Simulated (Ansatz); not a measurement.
Ideal-gas functions of tetrafluoromethane (`FC(F)(F)F`) at 800 K and 1 bar, from an Ansatz frequency run at PBE0-D4/def2-TZVP.

Molar mass 88.0 g/mol, point group Td (symmetry number 12), electronic degeneracy 1, moments of inertia 88.004, 88.004, 88.004 u Å². Harmonic wavenumbers (cm⁻¹, unscaled): 435, 435, 633, 633, 633, 925, 1294, 1294, 1294.

Use S(trans) = R[1.5 ln M + 2.5 ln T − 1.1517]; rotational temperatures θ = 24.2544 K / I; S(rot) = R[ln(√π/σ · √(T³/θAθBθC)) + 1.5]; for each mode x = 1.438777 ν̃/T, S = R[x/(eˣ − 1) − ln(1 − e⁻ˣ)] and H = RT x/(eˣ − 1); 1 cm⁻¹ = 0.0119627 kJ/mol; R = 8.31446 J/(mol·K).

Problem. By hand: the entropy, in J/(mol·K).

Solution. Translation 185.2. Rotation: θ = 0.2756, 0.2756, 0.2756 K, giving 96.0. Vibration, mode by mode: 10.56, 10.56, 7.67, 7.67, 7.67, 4.98, 2.95, 2.95, 2.95, in all 58.0. Electronic 0.0. Sum 339.2 J/(mol·K).

Problem. By hand: H − E and G − E in kJ/mol, counted from the electronic energy.

Solution. Zero-point energy ½ × 7576 × 0.0119627 = 45.3; thermal vibration 27.1; translation, rotation and pV give 4 RT = 26.6. H − E = 99.0 kJ/mol, and G − E = 99.0 − 800 × 339.2/1000 = -172.4 kJ/mol.

Vibration gives 17 % of the entropy.
